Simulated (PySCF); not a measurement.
Work out the structure from these simulated measurements.

Formula: AlCl; singlet state.

| Quantity | Value |
| --- | --- |
| UV, first state | lowest singlet excitation: 4.74 eV (262 nm, f = 0.408 summed over 2 states within 0.01 eV) [TDDFT wB97X-D/def2-SVPD] |
| NMR, other nuclei | isotropic shieldings of nuclei other than C and H, by class: 447 (1 Al), 520 (1 Cl) ppm [GIAO PBE0/pcSseg-1] |
| Rotational structure | rotational constant B (linear): 7.198 GHz [PBE0-D3(BJ)/def2-SVP] |
| XPS | Cl2p3/2 205.4, Al1s 1568.7, Cl1s 2828.0 eV [ΔSCF SCAN, pcX-2 on the ionised atom, pcseg-1 elsewhere, spin-free X2C, 2p3/2 from a spin–orbit splitting computed afterwards within the 2p shell] |
| UV, strongest line | among the 10 lowest singlet transitions: S8 at 7.48 eV (166 nm, f = 0.461) [TDDFT wB97X-D/def2-SVPD] |
| Triplet | lowest triplet excitation (Tamm–Dancoff): 3.00 eV [TDA wB97X-D/def2-SVPD] |
| Dipole | 1.62 D [wB97X-D/def2-SVPD] |
| Polarisability | 53.3 au [wB97X-D/def2-SVPD] |
| Valence photoelectron | vertical ionisation energy: 9.37 eV [ΔSCF wB97X-D/def2-SVPD] |

The electronic properties come from PySCF, for the isolated species, density fitting. Levels stand in brackets. Isolated species at its PBE0-D3(BJ)/def2-SVP geometry, gas phase. NMR values are class means; diastereotopic atoms form classes of their own.

**Question.** Give a SMILES that accounts for the data.

**Answer.** The other shieldings belong to: 447 ppm, aluminium bonded to Cl; 520 ppm, chlorine bonded to Al. The core levels belong to: Cl2p3/2 205.4 eV, chlorine bonded to Al; Al1s 1568.7 eV, aluminium bonded to Cl; Cl1s 2828.0 eV, chlorine bonded to Al. The first electron is taken from the HOMO, whose largest Löwdin shares are 0.76 on the aluminium bonded to Cl and 0.24 on the chlorine bonded to Al. The optimised geometry has point group C∞v and is a linear rotor. Structure: aluminum monochloride, `[Al][Cl]` [singlet].
